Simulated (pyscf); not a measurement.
Structures and frequencies: ωB97X-D3(BJ)/def2-SVP in PySCF.

Question: For the elementary gas-phase step H₃C–ZnH + methanol (H₃C–OH) → H₃C–O–Zn–CH₃ + hydrogen (H₂) (singlet surface; H–Zn, H–O broken, O–Zn, H–H formed), what barrier and reaction energy does ωB97M-D3(BJ)/def2-TZVP give, measured from the separated reactants?

Answer: ΔE‡ = 0.76 eV, ΔE = -0.16 eV. Zero-point energy shifts the barrier by -0.08 eV. It is a four-centre exchange, with an imaginary mode of 1184i cm⁻¹. On the reactant side the descent ends in an adduct with a O–Zn contact (not fully relaxed), 0.40 eV under the separated species and 1.10 eV under the saddle at ωB97X-D3(BJ)/def2-TZVP. What is counted as formed (O–Zn) is already present as a longer contact in the reactant adduct; forming that adduct is a step of its own. At the saddle there is also a short H–Zn contact that neither side keeps. One saddle was located; it need not be the lowest between these sides. Elements up to Kr have no core potential and no relativistic terms here.
